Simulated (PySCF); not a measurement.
C2H3N2P.
Cartesian coordinates in Å at the GFN2-xTB level; atoms count from 1:
```
atom  x, y, z in Å
C1     1.3481   -0.1694   -0.1046
N2     0.7079    0.9657   -0.0272
N3    -0.5886    0.7462    0.0600
C4    -0.9874   -0.5399    0.0530
P5     0.3477   -1.6201   -0.0731
H6     2.4202   -0.1488   -0.1810
H7    -1.2035    1.5457    0.1268
H8    -2.0353   -0.7700    0.1215
```

Definitions: NICS(0) = −σiso at the ring centroid; NICS(1) = −σiso and NICS(1)zz = −σzz at ±1 Å along the ring normal z. Level: GIAO PBE0/pcSseg-1 (PySCF, non-relativistic, gas phase) on the GFN2-xTB geometry, one conformer.

Ring bond lengths (Å), with Mayer bond orders in brackets: C1–N2 1.305 (1.57), N2–N3 1.318 (1.20), N3–C4 1.346 (1.22), C4–P5 1.722 (1.41), P5–C1 1.762 (1.23).

Give the NICS values of each ring in ppm.

```csv
ring,type,NICS(0),"NICS(1), two faces","NICS(1)zz, two faces",rms pucker (Å),"centre to ring atoms, mean (Å)"
C1–N2–N3–C4–P5,5-membered ring with 2 N and P; formal bonds all aromatic,-14.4,-13.4 / -13.4,-33.6 / -33.6,0.00,1.26
```

What can be read from them?

- C1–N2–N3–C4–P5: mean NICS(1)zz -33.6 ppm, shielded.

And the bond-length index? HOMA takes Krygowski's 1993 parameters.

- C1–N2–N3–C4–P5: HOMA 0.87; the largest term is that of P5–C1, α(R − Ropt)² = 0.49.

What is the mean of the two in-plane components of NICS at the first NICS(1) probe listed for ring C1–N2–N3–C4–P5, 1 Å off the ring?

The isotropic value is a third of the trace: (3 × -13.4 − (-33.6))/2 = -3.3 ppm.

Give the inner angles of the rings and the Hirshfeld charges of the ring atoms.

- C1–N2–N3–C4–P5: C1 115.9° (-0.078 e), N2 110.0° (-0.138 e), N3 116.7° (-0.003 e), C4 111.7° (-0.073 e), P5 85.7° (+0.016 e); sum 540.0° against 540° for a flat convex ring.

How shielded are the nuclei of the rings and their hydrogens (means over atoms taken as equivalent)?

```csv
atoms,environment,σ isotropic (ppm),"principal values of the symmetric part, first atom (ppm)"
C1,aromatic CH next to a ring nitrogen,20.4,"-104.2, 32.1, 133.1"
N2,pyridine-type nitrogen,-103.0,"-400.3, -99.2, 190.5"
N3,pyrrole-type nitrogen,29.2,"-77.8, 45.4, 119.9"
C4,aromatic CH next to a ring nitrogen,24.8,"-113.8, 45.0, 143.2"
P5,phosphorus bonded to 2 C,215.4,"74.7, 92.4, 479.1"
H6,aromatic hydrogen,22.80,"20.6, 20.9, 26.9"
H7,N–H hydrogen,21.15,"14.7, 22.2, 26.6"
H8,aromatic hydrogen,22.90,"21.1, 21.5, 26.1"
```
